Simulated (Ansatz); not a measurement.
Born–Oppenheimer molecular dynamics of CS2 + H2 (5 atoms, charge 0, multiplicity 1). It starts from a relaxed structure.

Theory: Ansatz 0.2.0, RKS B3LYP-D4/def2-SVP.

| Property | Result |
| --- | --- |
| ensemble | NVE (velocity Verlet) |
| time step | 0.5 fs |
| steps asked | 300 |
| starting velocities drawn for | 300 K |
| seed | 995150 |

Frames 0.5 fs apart, positions in Å, forces in eV/Å.

Velocities at 50.0 fs (Å/ps):

```
H 7.68 14.66 -22.37
H -5.94 -12.23 -4.69
S -0.97 0.04 0.13
C -0.40 -5.56 1.82
S 1.06 1.96 0.04
```

```xyz
5
Properties=species:S:1:pos:R:3:forces:R:3 time_fs=50.0 energy_less_start_eV=0.034 T=213
H 0.258 0.155 -2.408 -0.13 -0.05 -0.16
H -0.204 -0.048 -2.986 0.14 0.06 0.17
S 1.154 1.062 1.275 0.68 0.48 0.00
C 0.047 -0.015 1.334 -1.32 -0.86 -0.06
S -1.141 -1.051 1.361 0.63 0.38 0.04
5
Properties=species:S:1:pos:R:3:forces:R:3 time_fs=50.5 energy_less_start_eV=0.031 T=220
H 0.262 0.162 -2.420 -0.15 -0.06 -0.17
H -0.207 -0.054 -2.988 0.15 0.07 0.19
S 1.154 1.062 1.276 0.61 0.41 0.01
C 0.047 -0.017 1.335 -1.15 -0.69 -0.07
S -1.141 -1.050 1.361 0.53 0.28 0.04
5
Properties=species:S:1:pos:R:3:forces:R:3 time_fs=51.0 energy_less_start_eV=0.029 T=226
H 0.265 0.169 -2.431 -0.15 -0.07 -0.16
H -0.209 -0.060 -2.989 0.15 0.07 0.18
S 1.153 1.063 1.276 0.54 0.33 0.02
C 0.046 -0.020 1.336 -0.96 -0.50 -0.08
S -1.140 -1.049 1.361 0.41 0.17 0.05
5
Properties=species:S:1:pos:R:3:forces:R:3 time_fs=51.5 energy_less_start_eV=0.027 T=231
H 0.268 0.176 -2.443 -0.13 -0.06 -0.14
H -0.211 -0.065 -2.991 0.14 0.07 0.16
S 1.153 1.063 1.276 0.46 0.24 0.02
C 0.046 -0.024 1.337 -0.75 -0.29 -0.09
S -1.140 -1.048 1.361 0.29 0.05 0.05
5
Properties=species:S:1:pos:R:3:forces:R:3 time_fs=52.0 energy_less_start_eV=0.025 T=235
H 0.271 0.183 -2.456 -0.10 -0.05 -0.10
H -0.213 -0.071 -2.991 0.11 0.05 0.12
S 1.153 1.063 1.276 0.37 0.14 0.03
C 0.045 -0.027 1.337 -0.53 -0.07 -0.10
S -1.139 -1.047 1.361 0.15 -0.08 0.06
5
Properties=species:S:1:pos:R:3:forces:R:3 time_fs=52.5 energy_less_start_eV=0.025 T=235
H 0.273 0.190 -2.469 -0.06 -0.03 -0.06
H -0.215 -0.076 -2.992 0.07 0.03 0.08
S 1.152 1.063 1.276 0.28 0.05 0.04
C 0.044 -0.030 1.338 -0.29 0.16 -0.12
S -1.138 -1.046 1.361 0.01 -0.21 0.06
5
Properties=species:S:1:pos:R:3:forces:R:3 time_fs=53.0 energy_less_start_eV=0.026 T=232
H 0.276 0.197 -2.482 -0.02 -0.01 -0.01
H -0.216 -0.082 -2.993 0.03 0.01 0.03
S 1.152 1.063 1.276 0.19 -0.05 0.04
C 0.043 -0.033 1.339 -0.06 0.39 -0.13
S -1.138 -1.045 1.361 -0.14 -0.34 0.07
5
Properties=species:S:1:pos:R:3:forces:R:3 time_fs=53.5 energy_less_start_eV=0.029 T=226
H 0.278 0.203 -2.494 0.02 0.01 0.03
H -0.217 -0.087 -2.993 -0.01 -0.01 -0.01
S 1.152 1.063 1.276 0.11 -0.14 0.05
C 0.042 -0.036 1.340 0.18 0.62 -0.14
S -1.137 -1.044 1.361 -0.29 -0.48 0.07
5
Properties=species:S:1:pos:R:3:forces:R:3 time_fs=54.0 energy_less_start_eV=0.032 T=217
H 0.280 0.210 -2.507 0.04 0.03 0.05
H -0.219 -0.092 -2.993 -0.04 -0.02 -0.03
S 1.151 1.063 1.276 0.02 -0.23 0.06
C 0.041 -0.039 1.341 0.41 0.84 -0.15
S -1.136 -1.043 1.361 -0.43 -0.61 0.08
5
Properties=species:S:1:pos:R:3:forces:R:3 time_fs=54.5 energy_less_start_eV=0.037 T=206
H 0.282 0.216 -2.520 0.05 0.04 0.06
H -0.220 -0.098 -2.994 -0.05 -0.03 -0.04
S 1.151 1.063 1.276 -0.05 -0.31 0.06
C 0.040 -0.042 1.341 0.62 1.05 -0.16
S -1.136 -1.042 1.361 -0.57 -0.74 0.08
5
Properties=species:S:1:pos:R:3:forces:R:3 time_fs=55.0 energy_less_start_eV=0.041 T=193
H 0.285 0.223 -2.533 0.04 0.03 0.05
H -0.222 -0.103 -2.994 -0.04 -0.03 -0.03
S 1.151 1.063 1.276 -0.11 -0.38 0.07
C 0.039 -0.044 1.342 0.82 1.24 -0.17
S -1.135 -1.041 1.361 -0.71 -0.86 0.09
5
Properties=species:S:1:pos:R:3:forces:R:3 time_fs=55.5 energy_less_start_eV=0.046 T=181
H 0.287 0.230 -2.545 0.02 0.01 0.03
H -0.223 -0.109 -2.995 -0.01 -0.01 -0.01
S 1.151 1.063 1.276 -0.17 -0.44 0.08
C 0.038 -0.047 1.343 0.99 1.40 -0.18
S -1.135 -1.040 1.361 -0.83 -0.96 0.09
```

Of the whole run (150 fs, mean temperature of the second half 176 K): The conserved energy stayed within 0.033 meV per atom of its start (net change 0.015 meV per atom), so the integration is sound. A run of 0.15 ps of so small a system gives no equilibrium averages.

Time of the run: 3.6 min on 1 thread of Arm Neoverse V2, with other jobs on the host, peak memory 0.096 GiB.
